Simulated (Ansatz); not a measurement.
Reaction (SMILES): [CH] (CH) → CH+ (singlet, bonded as [CH]) + e-
B3LYP-D3(BJ)/def2-TZVP geometries, fixed; electronic energies without zero-point terms.

How fast the adiabatic ionisation energy converges with the basis for several methods (Ansatz, a program for electronic structure): deviation from each method's own reference, in eV. References: B2PLYP 10.809 eV, the value in aug-cc-pV5Z; CCSD(T) 10.603 eV, Hartree-Fock in aug-cc-pV5Z plus the correlation part extrapolated as X^-3 from aug-cc-pVQZ and aug-cc-pV5Z; HF 10.288 eV, the value in aug-cc-pV5Z; MP2 10.560 eV, Hartree-Fock in aug-cc-pV5Z plus the correlation part extrapolated as X^-3 from aug-cc-pVQZ and aug-cc-pV5Z; PBE 11.026 eV, the value in aug-cc-pV5Z; PBE0 11.008 eV, the value in aug-cc-pV5Z. All functions are spherical. In correlated methods cores are frozen. The T1 diagnostic of CCSD is high for at least one species. A restricted Hartree-Fock determinant is unstable towards unrestricted orbitals. An unrestricted Hartree-Fock determinant is markedly spin-contaminated. Open shells are unrestricted. No added dispersion term, no relativity. A restricted B2PLYP determinant is unstable towards unrestricted orbitals. An unrestricted B2PLYP determinant is markedly spin-contaminated. An unrestricted PBE determinant is markedly spin-contaminated. An unrestricted PBE0 determinant is markedly spin-contaminated. 

| basis | functions | B2PLYP | CCSD(T) | HF | MP2 | PBE | PBE0 |
|---|---|---|---|---|---|---|---|
| def2-SVP | 19 | -0.070 | ___ | 0.039 | -0.157 | -0.014 | 0.016 |
| 6-311G** | 24 | -0.122 | ___ | -0.060 | -0.200 | -0.087 | -0.068 |
| 6-311+G** | 28 | -0.075 | ___ | -0.040 | -0.165 | -0.029 | -0.027 |
| 6-311++G(2d,2p) | 37 | -0.034 | ___ | -0.012 | -0.089 | -0.012 | -0.010 |
| jun-cc-pV(T+d)Z | 53 | -0.018 | ___ | -0.005 | -0.047 | -0.003 | -0.002 |
| def2-QZVPP | 87 | -0.011 | ___ | -0.002 | -0.025 | -0.008 | -0.005 |
| aug-pcseg-3 | 134 | -0.005 | ___ | 0.001 | -0.019 | 0.001 | 0.001 |
| aug-cc-pV5Z | 207 | 0.000 | ___ | 0.000 | -0.007 | 0.000 | 0.000 |

Task: Some entries are withheld; supply them.

Result: 
- def2-SVP, CCSD(T): -0.283
- 6-311G**, CCSD(T): -0.281
- 6-311+G**, CCSD(T): -0.244
- 6-311++G(2d,2p), CCSD(T): -0.128
- jun-cc-pV(T+d)Z, CCSD(T): -0.061
- def2-QZVPP, CCSD(T): -0.030
- aug-pcseg-3, CCSD(T): -0.026
- aug-cc-pV5Z, CCSD(T): -0.009

Mean absolute deviation over 6-311G**, 6-311+G**, 6-311++G(2d,2p), jun-cc-pV(T+d)Z: PBE0 0.027, HF 0.029, PBE 0.033, B2PLYP 0.062, MP2 0.125, CCSD(T) 0.178 eV.
